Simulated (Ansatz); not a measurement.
# FHSSi (SMILES F[Si]S): functionals against CCSD(T) at one geometry

One table from this session's results is given with a row withheld; the runs are named, their logs left out.

Method: single points in def2-TZVPP; program: Ansatz 0.2.0, Gaussian basis.

Cores are frozen in the correlated methods.

## The system as given

SMILES `F[Si]S`, 4 atoms, charge 0, spin multiplicity 1.

Atoms are counted from 1 here; the program's logs count them from 0.

Bond lengths: F1–Si2 1.759 Å, Si2–S3 2.132 Å, S3–H4 1.505 Å. Angles: F1–Si2–S3 100.3°, Si2–S3–H4 93.5°.

Geometry (Å):

```
F    -1.0795    0.0140    1.2261
Si    0.0894    1.2056    0.6728
S     1.0472    0.1075   -0.8830
H    -0.0159   -0.9569   -0.9114
```

Set-up of the first run:

The input, run/in.yaml:

```yaml
crystal:
  periodic: [false, false, false]
  atoms:
    - {symbol: F, position_ang: [-1.079500, 0.014000, 1.226100]}
    - {symbol: Si, position_ang: [0.089400, 1.205600, 0.672800]}
    - {symbol: S, position_ang: [1.047200, 0.107500, -0.883000]}
    - {symbol: H, position_ang: [-0.015900, -0.956900, -0.911400]}
basis:
  gaussian: {orbitals: def2-TZVPP}
correlation: {method: ccsd_t}
output: {forces: true}
```

No record of the launch command was kept for these runs.

Steps of the session up to this table: CCSD(T)/def2-TZVPP; PBE0-D4/def2-TZVPP; wB97M-V/def2-TZVPP; r2SCAN-D4/def2-TZVPP; PBE-D4/def2-TZVPP; SPW92/def2-TZVPP; revPBE-D4/def2-TZVPP.

One table of the session follows, with a row left open; its other results are not shown here.

```
   method  RMS force component (eV/Å)  angle to CCSD(T) forces (°)  dipole (D)
  CCSD(T)                       1.637                    reference        0.97
  PBE0-D4                           ?                            ?           ?
  wB97M-V                       1.602                          3.0        0.97
r2SCAN-D4                       1.563                          1.8        0.95
   PBE-D4                       1.365                          6.7        0.93
    SPW92                       1.461                          2.2        0.94
revPBE-D4                       1.344                          9.2        0.92
```

**Question.** Estimate the row for PBE0-D4.

The run gave: RMS force component (eV/Å): 1.604; angle to CCSD(T) forces (°): 1.8; dipole (D): 0.97. In the column «RMS force component (eV/Å)» it lies between wB97M-V (1.602) and CCSD(T) (1.637).
